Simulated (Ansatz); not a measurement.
## CH₅BSi, SMILES B1C[SiH2]1: a rigid scan of one bond length, step by step

With Ansatz's Python interface.

Run as a notebook:

```python
import ansatz as az
import numpy as np
```

```python
GEOMETRY = """
B    -0.89370    0.20670   -0.56350
C     0.14370    0.78820    0.42790
Si    0.58100   -0.89040    0.07610
H    -1.84520    0.41160   -1.22510
H    -0.24670    0.96460    1.43140
H     0.81060    1.57630   -0.01830
H     0.04810   -1.96310    0.90570
H     1.49440   -1.15110   -1.09000
"""
```

```python
mol = az.Crystal.molecule()
for line in GEOMETRY.strip().splitlines():
    symbol, *xyz = line.split()
    mol = mol.atom(symbol, [float(v) for v in xyz])

symbols = [site.symbol for site in mol.cartesian_sites]
start = np.array([site.position_ang for site in mol.cartesian_sites])
axis = (start[3] - start[0]) / np.linalg.norm(start[3] - start[0])
moving = [3]
lengths, energies = [1.036, 1.083, 1.13, 1.177, 1.224, 1.271, 1.318, 1.389], []
for length in lengths:
    xyz = start.copy()
    xyz[moving] += (length - np.linalg.norm(start[3] - start[0])) * axis
    point = az.Crystal.molecule()
    for symbol, xyz in zip(symbols, xyz):
        point = point.atom(symbol, xyz.tolist())
    job = (
        point.calculation()
        .basis(gaussian="def2-SVP")
        .functional("pbe0", dispersion="d4")
        .accuracy("medium")
    )
    summary = job.run().report
    energies.append(summary["free_energy_ev"])
    print(f"r = {length:6.3f} A  E = {energies[-1]:.5f} eV  <S^2> = {abs(summary['mean_field']['state']['spin_squared']):.3f}")
```

    r =  1.036 A  E = -9659.74809 eV  <S^2> = 0.000
    r =  1.083 A  E = -9659.97892 eV  <S^2> = 0.000
    r =  1.130 A  E = -9660.11454 eV  <S^2> = 0.000
    r =  1.177 A  E = -9660.17393 eV  <S^2> = 0.000
    r =  1.224 A  E = -9660.17239 eV  <S^2> = 0.000
    r =  1.271 A  E = -9660.12239 eV  <S^2> = 0.000
    r =  1.318 A  E = -9660.03424 eV  <S^2> = 0.000
    r =  1.389 A  E = -9659.84793 eV  <S^2> = 0.000

```python
# quartic fit about the minimum
fit = np.polynomial.Polynomial.fit(lengths, np.array(energies) - min(energies), 4).convert()
roots = [r.real for r in fit.deriv().roots() if abs(r.imag) < 1e-9 and fit.deriv(2)(r.real) > 0]
r_e = min(roots, key=lambda r: abs(r - lengths[int(np.argmin(energies))]))
print(f"minimum of the fit at {r_e:.4f} A, force constant {fit.deriv(2)(r_e):.2f} eV/A^2")
```

    minimum of the fit at 1.1984 A, force constant 24.81 eV/A^2

Notes:
- The settings weren't tested for convergence.
- The rest of the molecule is held rigid at a force-field or estimated start geometry, and the basis set is modest; single-reference methods fail as a bond breaks.
- The orbitals are restricted, so S² is zero by construction.
- Timing: 9.9 s on 1 thread of Intel(R) Xeon(R) 6975P-C (Granite Rapids) (shared host), peak memory 0.2 GiB.

(Lines on the test bed's own set-up are left out of the output.)
